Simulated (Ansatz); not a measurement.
## O–CH₂⁺, doublet: the ladder up to UCCSDT(Q)

Geometry: that of the O–CH2, singlet, kept fixed.

```xyz
4

O     0.0000    0.0000    0.5979
C     0.0000    0.0000   -0.5975
H     0.0000   -0.9400   -1.1855
H     0.0000    0.9400   -1.1855
```

Basis cc-pVTZ; Ansatz 0.2.0. Correlated methods freeze the noble-gas cores, which leaves 11 electrons in 86 orbitals. R marks a restricted (for open shells ROHF) determinant, U an unrestricted one. Active spaces: valence = (11e, 10o) chosen from the atoms' valence shells.

Full CI isn't at hand for all of this; UCCSDT(Q) serves as the reference, and is uncertain by about the last step of the cluster series. The frozen core follows each run's orbitals, which can shift R against U totals by a few meV.

```
UHF ⟨S²⟩                          : 0.785
T1 diagnostic (RCCSD)             : 0.0442
largest doubles amplitude (RCCSD) : 0.086
T1 diagnostic (UCCSD)             : 0.0386
```

```tsv
level	E − E(RHF) (eV)
UHF	-0.2205
RMP2	-9.1669
UMP2	-9.1650
RCCSD	-9.9303
UCCSD	-9.9360
RCCSD(T)	-10.3214
UCCSD(T)	-10.3191
```

(1) Estimate how far UCCSDT(Q) in cc-pVTZ lies from RCCSD(T). The table doesn't fix it; the size of (T) and the diagnostics are the guide.

(1) UCCSDT(Q) in cc-pVTZ lies 1.17 kcal/mol below RCCSD(T), which is 13 % of the (T) step (-9.02 kcal/mol). T1 is raised, but (T) still catches most of what CCSD lacks. The miss exceeds 1 kcal/mol.

The other levels:

```json
{"level": "BCCD(T)", "E − E(UCCSDT(Q)) (kcal/mol)": "1.09", "share of correlation (%)": "99.55", "wall time": "31 s (H100)"}
{"level": "RCCSDT", "E − E(UCCSDT(Q)) (kcal/mol)": "0.57", "share of correlation (%)": "99.76", "wall time": "–"}
{"level": "UCCSDT", "E − E(UCCSDT(Q)) (kcal/mol)": "0.55", "share of correlation (%)": "99.77", "wall time": "–"}
{"level": "RCCSDT(Q)", "E − E(UCCSDT(Q)) (kcal/mol)": "0.11", "share of correlation (%)": "99.95", "wall time": "38 s (H100)"}
{"level": "CASSCF (valence space)", "E − E(UCCSDT(Q)) (kcal/mol)": "157.29", "share of correlation (%)": "34.24", "wall time": "–"}
{"level": "NEVPT2 (valence space)", "E − E(UCCSDT(Q)) (kcal/mol)": "25.79", "share of correlation (%)": "89.22", "wall time": "31 s (H100)"}
{"level": "MRCISD (valence space)", "E − E(UCCSDT(Q)) (kcal/mol)": "9.68", "share of correlation (%)": "95.95", "wall time": "–"}
{"level": "MRCISD+Q (valence space)", "E − E(UCCSDT(Q)) (kcal/mol)": "1.78", "share of correlation (%)": "99.26", "wall time": "46 s (H100)"}
```

The correlation energy at UCCSDT(Q), counted from RHF, is -10.372 eV. That run took 33 s on 2 threads of AMD EPYC 7R13 with a shared H100 80 GB, shared host.

Times hold each run's SCF and search for its determinant on a shared host, so for small cases they say little of a method's own cost.

Natural occupations of CASSCF (valence space) about the gap: 1.983 1.975 1.967 1.941 1.009 0.062 0.025 0.023 0.018; effectively unpaired electrons, Σ n²(2−n)², 1.04.
